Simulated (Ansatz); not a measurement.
# One shape, several levels: [BH4]− (SMILES [H][B-]([H])([H])[H])

Aim: a comparison of 6 runs (PBE/6-31G, UB3LYP/3-21G, r2SCAN0/6-31G, wB97X/6-31G, CCSDTQ/3-21G, CCSD(T)/3-21G) of [BH4]−. 

Program for the calculation: Ansatz 0.2.0.

**1. The molecule**

[BH4]−: 5 atoms, total charge -1, spin state singlet. As SMILES, `[H][B-]([H])([H])[H]`. The H3–B1 distance was set to 1.843 Å, away from the relaxed value. At this shape a bond of the SMILES string is far longer than usual.

Bond lengths: B1–H2 1.229 Å, B1–H4 1.229 Å, B1–H5 1.229 Å. Angles: H2–B1–H4 109.5°, H2–B1–H5 109.5°, H4–B1–H5 109.5°.

**2. The energy at PBE/6-31G (run 1)**

Input file molecule.yaml:

```yaml
crystal:
  periodic: [false, false, false]
  atoms:
    - {symbol: B, position_ang: [-0.577348, -0.006205, 0.210338]}
    - {symbol: H, position_ang: [-0.565468, -0.026595, 1.439508]}
    - {symbol: H, position_ang: [1.154650, 0.011840, -0.420810]}
    - {symbol: H, position_ang: [-1.164948, 1.001795, -0.177172]}
    - {symbol: H, position_ang: [-1.156278, -1.004895, -0.210302]}
basis:
  gaussian:
    orbitals: 6-31G
total_charge: -1
hamiltonian:
  xc: pbe
accuracy: high
```

Run with:

```console
$ ansatz run molecule.yaml --threads 1 --pin off --max-ram 2610MiB --events-out events.jsonl --progress --plain --runs-dir runs
```

What it wrote:

```text
Warning: RAYON_NUM_THREADS=1 ignored (pool sized by the plan → 1); use --threads N
Functional definition: PBE
  name "PBE"
  parameter kappa = 0.804
  parameter beta = 0.06672455060314922
  exchange = pbe_x(kappa = kappa, mu = beta*pi^2/3)
  correlation = pbe_c(beta = beta)
414 factors; integrals over basis functions are off by at most 3.1e-9 eV
mean field evaluation 1: about -737.8377 eV, gradient 7.1e0 eV
mean field evaluation 2: about -737.8549 eV, gradient 6.3e0 eV
mean field evaluation 4: about -738.0688 eV, gradient 3.1e-1 eV
mean field evaluation 8: about -738.0568 eV, gradient 3.6e-3 eV
mean field evaluation 16: about -738.0568 eV, gradient 1.7e-9 eV
mean field -738.05679864 eV, -27.1230870773 hartree, gradient 5.1e-9 eV, S^2 0.000000; 0 other end points of the search recorded, 0 dependent functions left out
reference -738.05680059 eV, -27.1230871490 hartree; 5, 5 occupied and 12, 12 virtual orbitals, 414 factors
Total energy: -738.05680059 eV, -27.1230871490 hartree
```

Run time: 0.54 s. Hardware: 1 thread of Arm Neoverse V2, shared host.

**3. The energy at UB3LYP/3-21G (run 2)**

Edit molecule.yaml of step 2 so:

```diff
@@ -1 +1,4 @@
+basis:
+  gaussian:
+    orbitals: 3-21G.json
 crystal:
@@ -8,8 +11,7 @@
     - {symbol: H, position_ang: [-1.156278, -1.004895, -0.210302]}
-basis:
-  gaussian:
-    orbitals: 6-31G
 total_charge: -1
+magnetization:
+  spin_polarized: true
+accuracy: high
 hamiltonian:
-  xc: pbe
-accuracy: high
+  xc: {name: B3LYP}
```

The basis set 3-21G is read from a file made from the Basis Set Exchange's data (not shown).

Run with:

```console
$ ansatz run molecule.yaml --threads 1 --pin off --max-ram 2610MiB --events-out events.jsonl --progress --plain --runs-dir runs
```

What it wrote:

```text
Warning: RAYON_NUM_THREADS=1 ignored (pool sized by the plan → 1); use --threads N
Functional definition: B3LYP
  name "B3LYP"
  parameter a0 = 0.2
  parameter ax = 0.72
  parameter ac = 0.81
  exchange = (1 - a0 - ax)*slater_x + ax*b88_x + a0*exact_x
  correlation = (1 - ac)*vwn_rpa_c + ac*lyp_c
338 factors; integrals over basis functions are off by at most 3.6e-9 eV
mean field evaluation 1: about -735.9028 eV, gradient 3.6e0 eV
mean field evaluation 2: about -735.9897 eV, gradient 2.1e0 eV
mean field evaluation 4: about -736.0348 eV, gradient 1.1e-1 eV
mean field evaluation 8: about -736.0084 eV, gradient 5.5e-4 eV
mean field -736.00837868 eV, -27.0478090320 hartree, gradient 5.4e-9 eV, S^2 0.000000; 0 other end points of the search recorded, 0 dependent functions left out
reference -736.00840580 eV, -27.0478100287 hartree; 5, 5 occupied and 12, 12 virtual orbitals, 338 factors
Total energy: -736.00840580 eV, -27.0478100287 hartree
```

Run time: 0.89 s. Hardware: 1 thread of Arm Neoverse V2, shared host; peak memory 0.12 GiB.

Run 3 isn't shown in full; the table further down has it.

**4. A single-point energy at wB97X/6-31G (run 4)**

Input file run.yaml:

```yaml
crystal:
  periodic: [false, false, false]
  atoms:
    - symbol: B
      position_ang: [-0.577348, -0.006205, 0.210338]
    - symbol: H
      position_ang: [-0.565468, -0.026595, 1.439508]
    - symbol: H
      position_ang: [1.154650, 0.011840, -0.420810]
    - symbol: H
      position_ang: [-1.164948, 1.001795, -0.177172]
    - symbol: H
      position_ang: [-1.156278, -1.004895, -0.210302]
basis:
  gaussian: {orbitals: 6-31G}
total_charge: -1
hamiltonian: {xc: {name: wB97X}}
accuracy: high
```

Run with:

```console
$ ansatz run run.yaml --threads 1 --pin off --max-ram 2610MiB --events-out events.jsonl --progress --plain --runs-dir runs
```

What it wrote, cut to the lines that bear on the results:

```text
Warning: RAYON_NUM_THREADS=1 ignored (pool sized by the plan → 1); use --threads N
Functional definition: wB97X
  name "wB97X"
[...]
      + exact_x_lr(omega)
[...]
      + integral(e_c_pw_opposite_spin*poly(b97_u_opposite, 1, cos1, cos2, cos3, cos4))
414 factors; integrals over basis functions are off by at most 3.1e-9 eV
175 factors; integrals over basis functions are off by at most 1.6e-9 eV
[...]
mean field -739.35451491 eV, -27.1707772703 hartree, gradient 2.3e-8 eV, S^2 0.000000; 0 other end points of the search recorded, 0 dependent functions left out
reference -739.35451315 eV, -27.1707772058 hartree; 5, 5 occupied and 12, 12 virtual orbitals, 414 factors
Total energy: -739.35451315 eV, -27.1707772058 hartree
```

Wall time 2.3 s (1 thread of Arm Neoverse V2, shared host); peak memory 0.18 GiB.

Run 5 isn't shown in full; the table further down has it.

**5. The energy at CCSD(T)/3-21G (run 6)**

Input file job.yaml:

```yaml
crystal:
  periodic: [false, false, false]
  atoms:
    - {symbol: B, position_ang: [-0.577348, -0.006205, 0.210338]}
    - {symbol: H, position_ang: [-0.565468, -0.026595, 1.439508]}
    - {symbol: H, position_ang: [1.154650, 0.011840, -0.420810]}
    - {symbol: H, position_ang: [-1.164948, 1.001795, -0.177172]}
    - {symbol: H, position_ang: [-1.156278, -1.004895, -0.210302]}
basis:
  gaussian: {orbitals: 3-21G.json}
total_charge: -1
correlation: {method: ccsd_t, frozen_orbitals: {B: 1, H: 0}}
accuracy: high
scf: {omitted_lower_state_checks: [cluster_reference, increment]}
```

The basis set 3-21G is read from a file made from the Basis Set Exchange's data (not shown).

Run with:

```console
$ ansatz run job.yaml --threads 1 --pin off --max-ram 2610MiB --events-out events.jsonl --progress --plain --runs-dir runs
```

What it wrote:

```text
Warning: RAYON_NUM_THREADS=1 ignored (pool sized by the plan → 1); use --threads N
[... 11 lines left out ...]
1 core orbitals not correlated: weight in the atoms' cores, before any rotation towards them, 1.000 or more for the frozen orbitals, at most 0.000 for the correlated occupied ones
[... 21 lines left out ...]
Total energy: -731.05237187 eV, -26.8656791410 hartree
Checks for a lower state left out: cluster_reference, increment
```

Wall time 0.12 s (1 thread of Arm Neoverse V2, shared host).

**6. Overview of the runs**

| run | level | frozen core orbitals | energy (Eh) | wall time |
| --- | --- | --- | --- | --- |
| 1 | PBE/6-31G | – | -27.123087 | 0.54 s |
| 2 | UB3LYP/3-21G | – | -27.047810 | 0.89 s |
| 3 | r2SCAN0/6-31G | – | -27.154641 | 1.2 s |
| 4 | wB97X/6-31G | – | -27.170777 | 2.3 s |
| 5 | CCSDTQ/3-21G | 1 | -26.866069 | 3.9 s |
| 6 | CCSD(T)/3-21G | 1 | -26.865679 | 0.12 s |

**7. Results**

```
                                         quantity         value
                              run 6: total energy  -26.86568 Eh
run 6: correlation energy (1 core orbital frozen)    -103.6 mEh
                            run 6: (T) correction     -2.05 mEh
                             run 6: T1 diagnostic         0.016
```

In words: Totals of different functionals can't be ranked against each other. All runs together took 9 s, the longest 3.9 s.
